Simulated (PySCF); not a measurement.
PySCF input:

```python
from pyscf import gto, scf, dft

mol = gto.M(
    atom='''
    Si   -0.00000000   -0.00000000   -1.13393692
    Si    0.00000000    0.00000000    1.13393692
    ''',
    basis='def2-tzvpd',
    charge=0,
    spin=2,
    symmetry='D2h',
    verbose=4,
)

mf = dft.UKS(mol, xc='tpssh').density_fit(auxbasis='def2-universal-jkfit')
mf.grids.level = 3
mf.conv_tol = 1e-9
mf.max_cycle = 100
mf.max_memory = 1500
mf.kernel()
if not mf.converged:
    mf = mf.newton()
    mf.kernel(mf.make_rdm1())
mf.analyze()
```

What final total energy does it print?

-578.89186 Eh (TPSSh/def2-TZVPD).
